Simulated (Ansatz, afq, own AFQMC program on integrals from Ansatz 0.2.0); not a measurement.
# N2, triplet: AFQMC among the cluster methods

```csv
atom,x (Å),y (Å),z (Å)
N,0.0000,0.0000,0.0000
N,0.0000,0.0000,1.5150
```

Basis 6-31G. Noble-gas cores (and the filled d shells of Ga–Kr and In–Xe) are frozen. AFQMC by an in-house program on the Cholesky factors that Ansatz 0.2.0 writes for its CCSD(T) run. ph-AFQMC/CISD is guided by a CISD state made of CCSD amplitudes; releasing the constraint for a short imaginary time cuts its bias at the price of noise, slowly where states lie close. Error bars are statistical, one sigma.

Determinant: ROHF, the one that the program's search chose, which needn't be the lowest solution. The geometry is a point of a scan.

Full CI on the same integrals is exact in this basis and with this determinant's frozen core.

Cautions: lower spins were not checked; a spin-contaminated unrestricted determinant lies lower (UHF 1.46 eV lower, ⟨S²⟩ 2.82); strong correlation (T1 0.021, weight of the determinant 0.71, largest double 0.41); (T) is large, 8 % of the CCSD correlation; (Q) is large, 154 meV, so the cluster series hasn't closed; CCSD(T) is in doubt: in a space of 10 electrons in 9 natural orbitals full CI lies 122 meV below it; the CCSDT(Q) amplitudes may be one of several solutions (largest double 0.96); the CCSDTQ amplitudes may be one of several solutions (largest double 0.98); the released energies have errors that jump between times, so the bars are unsure, so no released level is given (meV from the phaseless value at times in 1/Eh: -32 ± 6 at 0.24, -51 ± 6 at 0.51, -72 ± 8 at 0.99, -104 ± 25 at 1.62, -93 ± 6 at 2.40); the ph-AFQMC/CISD walk drifts between its halves (2.2 errors); the determinant fills πx and πy unequally, so it mixes two states of the linear molecule, and each level undoes that mixture to a different degree, while full CI gives the lower state.

```
T1 diagnostic                               : 0.0208
weight of the determinant in the CISD state : 0.715
size of the correlated space                : 10 electrons in 16 orbitals
```

Reference: full CI, correlation energy -7.256 eV. The cautions show a poor starting determinant, so the rows tell how each method copes with it here, and full CI is the sure value.

```json
{"level": "HF", "E − E(reference) (mEh)": "266.66", "share of correlation (%)": "0.00"}
{"level": "MP2", "E − E(reference) (mEh)": "45.89", "share of correlation (%)": "82.79"}
{"level": "CCSD", "E − E(reference) (mEh)": "29.15", "share of correlation (%)": "89.07"}
{"level": "CCSD(T)", "E − E(reference) (mEh)": "9.11", "share of correlation (%)": "96.58"}
{"level": "CCSDT", "E − E(reference) (mEh)": "2.19", "share of correlation (%)": "99.18"}
{"level": "CCSDT(Q)", "E − E(reference) (mEh)": "-3.46", "share of correlation (%)": "101.30"}
{"level": "CCSDTQ", "E − E(reference) (mEh)": "0.22", "share of correlation (%)": "99.92"}
{"level": "ph-AFQMC/HF", "E − E(reference) (mEh)": "37.95 ± 1.66", "share of correlation (%)": "85.77"}
{"level": "ph-AFQMC/CISD", "E − E(reference) (mEh)": "9.50 ± 0.29", "share of correlation (%)": "96.44"}
```

CCSDT and higher add their correlation energy to the determinant of the CCSD(T) run, since their own runs factorise the integrals more tightly (a shift of under 2 meV).
